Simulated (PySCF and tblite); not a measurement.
The numbers below are computed, except where a source is named.
System: C3H4ClN, numbered as in [H]/[N:5]=[CH:4]\[C:2](=[CH2:1])[Cl:3].

For the rotation about the C2–C4 bond (torsion C1–C2–C4–N5 from 180° to 358°, rising): electronic barrier 6.78 kcal/mol, zero-point change -0.28 kcal/mol, thermal and entropy terms at 250 K a further 0.21 kcal/mol (symmetry numbers apart). The minimum is Cs, the saddle C1. Geometries: PBE0-D3(BJ)/def2-SVP; energies: CAM-B3LYP/pcSseg-1 + D3(BJ); zero-point and thermal terms from GFN2-xTB harmonic modes (soft modes blended into free rotors). Rate constants are transition-state-theory values, counting equivalent paths, without tunnelling. (PySCF 2.14 with density fitting, tblite 0.8.)

Problem. How many equivalent paths lead out of the minimum?

Solution. 2: the symmetry number of the minimum is 1, that of the saddle displaced along its mode 1, and the displaced saddle is chiral while the minimum is not, which doubles the count.

Problem. Work out the rate at 250 K.

Solution. ΔG‡ = 6.71 kcal/mol; k_B T/h = 5.2×10¹² s⁻¹; exp(−ΔG‡/RT) = 1.4×10⁻⁶; times 2 gives k = 1.4×10⁷ s⁻¹. Wigner's tunnelling factor for the 114i cm⁻¹ mode would be 1.02.
